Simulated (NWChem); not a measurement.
**C2H5F (SMILES CCF): levels of theory compared**

Aim: a comparison of 5 runs (PBE0/6-31++G**, PBE0/6-311+G**, PBE0/6-31G*, PBE0/6-31+G*, PBE0/6-311++G(2d,2p)) of C2H5F. 

The calculation is run with NWChem 7.3.0.

### 1 The molecule

The species is C2H5F (8 atoms), meant as a singlet with charge 0. As SMILES, `CCF`. The coordinates come from a PBE0-D4/def2-TZVP relaxation.

Bond lengths: C1–C2 1.504 Å, C2–F3 1.386 Å, C1–H4 1.093 Å, C1–H5 1.092 Å, C1–H6 1.091 Å, C2–H7 1.094 Å, C2–H8 1.094 Å. Some angles: C1–C2–F3 110.1°, C1–C2–H7 111.6°, C1–C2–H8 111.6°, F3–C2–H7 107.4°, F3–C2–H8 107.4°, C2–C1–H4 109.9°, C2–C1–H5 110.8°, C2–C1–H6 110.8°, H7–C2–H8 108.6°, H4–C1–H5 108.4°.

### 2 The polarisability at PBE0/6-31++G(d,p) (spherical functions) (run 1)

File struct.nw:

```
start struct
memory total 2200 mb
charge 0
geometry noautosym nocenter noautoz
  C    -0.431700    0.566900   -0.264600
  C     0.378400   -0.599100    0.230500
  F     1.663300   -0.186400    0.546500
  H    -1.443900    0.237400   -0.512600
  H     0.018600    0.998500   -1.160400
  H    -0.500300    1.343000    0.499800
  H     0.464000   -1.381500   -0.529800
  H    -0.056300   -1.036000    1.134800
end
basis spherical bse
  * library 6-31++G**
end
dft
  xc pbe0
  mult 1
  grid fine
  convergence energy 1e-08
  maxiter 100
  mulliken
  print low
end
property
  response 1 0
end
task dft property
```

On the command line:

```
$ nwchem struct.nw > struct.out
```

Output:

```text
[...]
 d= 0,ls=0.0,diis     1   -178.8293468641 -2.58D+02  9.27D-03  4.27D-01     1.7
[...]
 d= 0,ls=0.0,diis     8   -178.8772598852  1.37D-10  1.42D-06  4.67D-08    10.7
         Total DFT energy =     -178.877259885236
      One electron energy =     -402.157343272603
           Coulomb energy =      166.847579176282
    Exchange-Corr. energy =      -22.983470660331
 Nuclear repulsion energy =       79.415974871417
[...]
      Total Density - Mulliken Population Analysis
     ---------------------------------------------
    Atom       Charge   Shell Charges
 -----------   ------   -------------------------------------------------------
    1 C    6     6.50   2.00  0.65  2.12  0.66  1.00  0.00  0.04  0.03
    2 C    6     6.03   2.00  0.67  1.99  0.55  0.67  0.04  0.04  0.07
    3 F    9     9.30   2.00  0.93  3.30  1.04  1.93 -0.03  0.12  0.01
    4 H    1     0.84   0.52  0.30  0.01  0.01
    5 H    1     0.82   0.52  0.28  0.00  0.01
    6 H    1     0.82   0.52  0.28  0.00  0.01
    7 H    1     0.85   0.54  0.30 -0.00  0.01
    8 H    1     0.85   0.54  0.30 -0.00  0.01
[...]
 Anisotropic =       1.9156205
[...]
```

Run time: 37 s. Hardware: 1 thread of Intel Xeon Platinum 8375C at 2.90GHz (Ice Lake), shared host; peak memory 0.12 GiB.

### 3 The response to a field at PBE0/6-311+G(d,p) (run 2)

File struct.xyz:

```xyz
8

C     -0.431700     0.566900    -0.264600
C      0.378400    -0.599100     0.230500
F      1.663300    -0.186400     0.546500
H     -1.443900     0.237400    -0.512600
H      0.018600     0.998500    -1.160400
H     -0.500300     1.343000     0.499800
H      0.464000    -1.381500    -0.529800
H     -0.056300    -1.036000     1.134800
```

File struct.nw:

```
start struct
memory total 2200 mb

geometry noautosym nocenter noautoz
  load format xyz struct.xyz
end

basis spherical bse
  * library 6-311+G**
end

dft
  xc pbe0
  mult 1
  grid fine
  convergence energy 1e-08
  maxiter 100
  mulliken
  print low
end

property
  response 1 0
end

task dft property
```

On the command line:

```
$ nwchem struct.nw > struct.out
```

Output:

```text
[...]
 d= 0,ls=0.0,diis     1   -178.8690723288 -2.58D+02  7.36D-03  5.39D-01     2.0
[...]
 d= 0,ls=0.0,diis     8   -178.9196577285  4.78D-10  1.16D-06  7.44D-08    13.3
         Total DFT energy =     -178.919657728493
      One electron energy =     -402.302648467834
           Coulomb energy =      166.970719058627
    Exchange-Corr. energy =      -23.003703190704
 Nuclear repulsion energy =       79.415974871417
[...]
      Total Density - Mulliken Population Analysis
     ---------------------------------------------
    Atom       Charge   Shell Charges
 -----------   ------   -------------------------------------------------------
    1 C    6     6.46   1.10  0.89  0.64  0.74  1.56  0.52  0.91  0.07 -0.01  0.04
    2 C    6     6.19   1.10  0.89  0.60  0.76  1.50  0.46  0.67  0.10  0.00  0.11
    3 F    9     9.17   1.08  0.92  1.17  1.09  2.36  0.89  1.69 -0.06  0.05  0.00
    4 H    1     0.84   0.27  0.49  0.06  0.02
    5 H    1     0.83   0.27  0.48  0.06  0.02
    6 H    1     0.83   0.27  0.48  0.06  0.02
    7 H    1     0.84   0.27  0.49  0.06  0.02
    8 H    1     0.84   0.27  0.49  0.06  0.02
[...]
 Anisotropic =       2.3394249
[...]
```

Run time: 51 s. Hardware: 1 thread of Intel Xeon Platinum 8375C at 2.90GHz (Ice Lake), shared host; peak memory 0.12 GiB.

### 4 The response to a field at PBE0/6-31G(d) (spherical functions) (run 3)

File c2h5f.nw:

```
start c2h5f
title "C2H5F"
memory stack 880 mb heap 220 mb global 1100 mb

geometry units angstrom noautosym nocenter noautoz
C       -0.431700       0.566900      -0.264600
C        0.378400      -0.599100       0.230500
F        1.663300      -0.186400       0.546500
H       -1.443900       0.237400      -0.512600
H        0.018600       0.998500      -1.160400
H       -0.500300       1.343000       0.499800
H        0.464000      -1.381500      -0.529800
H       -0.056300      -1.036000       1.134800
end

basis spherical bse
C library 6-31G*
F library 6-31G*
H library 6-31G*
end

dft
xc pbe0
grid fine
convergence energy 1e-08
maxiter 100
mulliken
noprint "final vectors analysis"
end

property
response 1 0
end

task dft property
```

On the command line:

```
$ nwchem c2h5f.nw > c2h5f.out
```

Output:

```text
[...]
          Wavefunction type:  closed shell.
          No. of atoms     :     8
          No. of electrons :    26
[...]
          Charge           :     0
          Spin multiplicity:     1
[...]
          AO basis - number of functions:    52
[...]
              XC Information
              --------------
                         PBE0 Method XC Functional
                     Hartree-Fock (Exact) Exchange  0.250
          PerdewBurkeErnzerhof Exchange Functional  0.750
            Perdew 1991 LDA Correlation Functional  1.000 local
           PerdewBurkeErnz. Correlation Functional  1.000 non-local
[...]
 d= 0,ls=0.0,diis     1   -178.8079247328 -2.58D+02  1.50D-02  4.27D-01     0.9
[...]
 d= 0,ls=0.0,diis     8   -178.8559680697  5.97D-10  3.51D-06  9.60D-08     5.1
         Total DFT energy =     -178.855968069670
      One electron energy =     -402.460885852507
           Coulomb energy =      167.213377708968
    Exchange-Corr. energy =      -23.024434797549
 Nuclear repulsion energy =       79.415974871417
[...]
      Total Density - Mulliken Population Analysis
     ---------------------------------------------
    Atom       Charge   Shell Charges
 -----------   ------   -------------------------------------------------------
    1 C    6     6.57   2.00  0.66  2.13  0.68  1.07  0.03
    2 C    6     5.95   2.00  0.68  2.00  0.52  0.69  0.07
    3 F    9     9.35   2.00  0.93  3.30  1.04  2.07  0.02
    4 H    1     0.82   0.52  0.31
    5 H    1     0.81   0.52  0.29
    6 H    1     0.81   0.52  0.29
    7 H    1     0.84   0.53  0.31
    8 H    1     0.84   0.53  0.31
[...]
 Anisotropic =       1.2141617
[...]
```

It took 18 s on 1 thread of Intel Xeon Platinum 8375C at 2.90GHz (Ice Lake), shared host; peak memory 0.12 GiB.

Run 4 isn't shown in full; the table further down has it.

### 5 The polarisability at PBE0/6-311++G(2d,2p) (run 5)

File c2h5f.nw:

```
start c2h5f
memory stack 880 mb heap 220 mb global 1100 mb
charge 0

geometry units angstrom noautosym nocenter noautoz
  C    -0.431700    0.566900   -0.264600
  C     0.378400   -0.599100    0.230500
  F     1.663300   -0.186400    0.546500
  H    -1.443900    0.237400   -0.512600
  H     0.018600    0.998500   -1.160400
  H    -0.500300    1.343000    0.499800
  H     0.464000   -1.381500   -0.529800
  H    -0.056300   -1.036000    1.134800
end

basis spherical bse
  * library "6-311++G(2d,2p)"
end

dft
  xc pbe0
  grid fine
  convergence energy 1e-08
  maxiter 100
  mulliken
  noprint "final vectors analysis"
end

property
  response 1 0
end

task dft property
```

On the command line:

```
$ nwchem c2h5f.nw > c2h5f.out
```

Output:

```text
[...]
          Wavefunction type:  closed shell.
          No. of atoms     :     8
          No. of electrons :    26
[...]
          Charge           :     0
          Spin multiplicity:     1
[...]
          AO basis - number of functions:   131
[...]
              XC Information
              --------------
                         PBE0 Method XC Functional
                     Hartree-Fock (Exact) Exchange  0.250
          PerdewBurkeErnzerhof Exchange Functional  0.750
            Perdew 1991 LDA Correlation Functional  1.000 local
           PerdewBurkeErnz. Correlation Functional  1.000 non-local
[...]
 d= 0,ls=0.0,diis     1   -178.8751362296 -2.58D+02  4.92D-03  5.40D-01     3.9
[...]
 d= 0,ls=0.0,diis     8   -178.9252665161  3.53D-10  7.97D-07  6.86D-08    26.4
         Total DFT energy =     -178.925266516072
      One electron energy =     -402.332426655655
           Coulomb energy =      166.994684789961
    Exchange-Corr. energy =      -23.003499521795
 Nuclear repulsion energy =       79.415974871417
[...]
      Total Density - Mulliken Population Analysis
     ---------------------------------------------
    Atom       Charge   Shell Charges
 -----------   ------   -------------------------------------------------------
    1 C    6     6.17   1.10  0.89  0.65  0.73  1.53  0.42  0.80 -0.01 -0.00  0.01  0.05
    2 C    6     5.95   1.10  0.89  0.61  0.75  1.44  0.34  0.55  0.08  0.03  0.03  0.14
    3 F    9     9.28   1.08  0.92  1.17  1.08  2.36  0.92  1.74 -0.04  0.05  0.00  0.01
    4 H    1     0.94   0.27  0.51  0.11  0.01  0.01  0.03
    5 H    1     0.91   0.27  0.50  0.10 -0.00  0.01  0.03
    6 H    1     0.91   0.27  0.50  0.10 -0.00  0.01  0.03
    7 H    1     0.92   0.28  0.51  0.10 -0.00  0.01  0.03
    8 H    1     0.92   0.28  0.51  0.10 -0.00  0.01  0.03
[...]
 Anisotropic =       2.8356156
[...]
```

Wall time 87 s (1 thread of Intel Xeon Platinum 8375C at 2.90GHz (Ice Lake), shared host); peak memory 0.12 GiB.

### 6 Overview of the runs

| run | level | energy (Eh) | mean polarisability (bohr³) | wall time |
| --- | --- | --- | --- | --- |
| 1 | PBE0/6-31++G** (spherical functions) | -178.877260 | 26.3 | 37 s |
| 2 | PBE0/6-311+G** | -178.919658 | 26.2 | 51 s |
| 3 | PBE0/6-31G* (spherical functions) | -178.855968 | 23.0 | 18 s |
| 4 | PBE0/6-31+G* (spherical functions) | -178.870563 | 25.4 | 24 s |
| 5 | PBE0/6-311++G(2d,2p) | -178.925267 | 27.8 | 87 s |

### 7 What came out

```
                         quantity          value
              run 5: total energy  -178.92527 Eh
             run 5: dipole moment         1.96 D
run 5: mean static polarisability     27.8 bohr³
```

Over runs 3, 4, 5 the dipole moment (its size) runs from 1.74 D (PBE0/6-31G*) to 2.06 D (PBE0/6-31+G*). All runs together took 3.6 min, the longest 87 s.
